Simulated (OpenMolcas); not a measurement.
**H2O2 (hydrogen peroxide) at r2SCAN0/aug-pcseg-1**

What is the vertical singlet–triplet gap of H2O2 (hydrogen peroxide) at r2SCAN0/aug-pcseg-1? 

The results are computed with OpenMolcas 26.06.

### 1 The system as given

The species is H2O2 (4 atoms), meant as a singlet with charge 0. As SMILES, `OO`. The coordinates come from a PBE0-D4/def2-TZVP relaxation.

Bond lengths: O1–O2 1.426 Å, O1–H3 0.965 Å, O2–H4 0.965 Å. Angles: O1–O2–H4 101.1°, O2–O1–H3 101.1°.

### 2 Energy and gradient at r2SCAN0/aug-pcseg-1

File job.inp:

```
>>> EXPORT MOLCAS_PRINT=2

&GATEWAY
  BasLib
  $CurrDir
  Coord
  4
  bohr
  O     -0.91991868    -1.09811985     0.05782562
  O      0.09127377     1.37647651     0.39098434
  H      0.35224495    -2.11082408     0.88325799
  H      0.47639996     1.83265640    -1.33206795
  Basis
  aug-pcseg-1
  Group
  NoSym

&SEWARD
  GridInput
  Grid=Fine
  End of Grid

&SCF
  KSDFT
  HYB_MGGA_XC_R2SCAN0
  PrOrbitals
  0

&ALASKA
```

The basis set aug-pcseg-1 is read from a file made from the Basis Set Exchange's data (not shown).

Run with:

```console
$ export MOLCAS_MEM=1860
$ pymolcas job.inp > job.log
```

Log:

```text
--- Start Module: gateway ---
[...]
--- Stop Module: gateway /rc=_RC_ALL_IS_WELL_ ---
[...]
      Basis functions           64
[...]
--- Start Module: scf ---
[...]
       Convergence after   9 Iterations
[...]
::    Total KS-DFT energy                            -151.4198333256
[...]
      Total spin, S                                     0.0000000000
[...]
      Total electronic charge=   18.000000
      Total            charge=   -0.000000
[...]
      Dipole Moment (debye):
      Origin of the operator (angstrom)=   -0.1933    0.0649    0.1047
                   X=  1.4714E+00               Y= -4.9405E-01               Z= -7.9689E-01           Total=  1.7447E+00
      Quadrupole Moment (debye*angstrom):
[...]
--- Stop Module: scf /rc=_RC_ALL_IS_WELL_ ---
[...]
--- Start Module: alaska ---
[...]
 *              Molecular gradients               *
 **************************************************
  Irreducible representation: a
 ------------------------------------------------------------------------------------------
                              X                       Y                       Z
 ------------------------------------------------------------------------------------------
  O1               -7.74258965586583E-04    2.21567057729155E-03   -9.50803075392415E-04
  O2               -6.57906409831543E-04   -1.72484323620736E-03    1.73875809431223E-03
  H3                1.21641686601492E-03   -1.63504749679877E-03    1.39704795808937E-03
  H4                2.15748509383440E-04    1.14422015572901E-03   -2.18500297699986E-03
 ------------------------------------------------------------------------------------------
--- Stop Module: alaska /rc=_RC_ALL_IS_WELL_ ---
[...]
```

Run time: 6.3 s. Hardware: 1 thread of Arm Neoverse V1, shared host; peak memory 0.4 GiB.

### 3 The triplet

File job.input:

```
&GATEWAY
 BasLib
 $CurrDir
 Coord
 4
 bohr
 O     -0.91991868    -1.09811985     0.05782562
 O      0.09127377     1.37647651     0.39098434
 H      0.35224495    -2.11082408     0.88325799
 H      0.47639996     1.83265640    -1.33206795
 Basis
 aug-pcseg-1
 Group
 NoSym

&SEWARD
 GridInput
 Grid=Fine
 End of Grid

&SCF
 UHF
 Spin
 3
 KSDFT
 HYB_MGGA_XC_R2SCAN0
 PrOrbitals
 0

&ALASKA
```

The basis set aug-pcseg-1 is read from a file made from the Basis Set Exchange's data (not shown).

Run with:

```console
$ export MOLCAS_MEM=1860
$ pymolcas job.input > job.log
```

Log:

```text
--- Start Module: gateway ---
[...]
--- Stop Module: gateway /rc=_RC_ALL_IS_WELL_ ---
[...]
      Basis functions           64
[...]
--- Start Module: scf ---
[...]
       Convergence after  16 Iterations
[...]
::    Total KS-DFT energy                            -151.2372491396
[...]
      Total spin, S                                     1.0052020885
[...]
      Total electronic charge=   18.000000
      Total            charge=   -0.000000
[...]
      Dipole Moment (debye):
      Origin of the operator (angstrom)=   -0.1933    0.0649    0.1047
                   X=  1.2388E+00               Y= -4.1591E-01               Z= -6.7096E-01           Total=  1.4690E+00
      Quadrupole Moment (debye*angstrom):
[...]
--- Stop Module: scf /rc=_RC_ALL_IS_WELL_ ---
[...]
--- Start Module: alaska ---
[...]
 *              Molecular gradients               *
 **************************************************
  Irreducible representation: a
 ------------------------------------------------------------------------------------------
                              X                       Y                       Z
 ------------------------------------------------------------------------------------------
  O1                1.62848794035525E-01    2.30485205067583E-01    8.98010644834999E-02
  O2               -1.10451114636433E-01   -2.48083087727635E-01   -1.18176126211645E-01
  H3               -4.88332173798169E-02    7.03948118030504E-02   -6.57870509191756E-02
  H4               -3.56446201926741E-03   -5.27969291430039E-02    9.41621126473047E-02
 ------------------------------------------------------------------------------------------
--- Stop Module: alaska /rc=_RC_ALL_IS_WELL_ ---
[...]
```

Wall time 12 s (1 thread of Arm Neoverse V1, shared host); peak memory 0.4 GiB.

### 4 Summary of results

At r2SCAN0/aug-pcseg-1:

| quantity | value |
| --- | --- |
| singlet: total energy | -151.41983 Eh |
| singlet: dipole moment | 1.74 D |
| singlet: HOMO energy | -8.61 eV |
| singlet: LUMO energy | 0.20 eV |
| singlet: HOMO–LUMO gap | 8.82 eV |
| singlet: largest force on an atom | 0.130 eV/Å |
| triplet: total energy | -151.23725 Eh |
| triplet: dipole moment | 1.47 D |
| triplet: HOMO energy (highest over α and β) | -3.85 eV |
| triplet: ⟨S²⟩ | 2.016 |
| vertical energy of the triplet above the singlet | 4.968 eV |

What this shows: This program's gradients are faulty for this kind of reference, so any forces in the log (triplet) can't be trusted; the energy can. At this shape the triplet lies 4.97 eV (115 kcal/mol) above the singlet. Mulliken charges (triplet) run from -0.36 on O1 to +0.36 on H3; in a basis this large or diffuse they mean little.
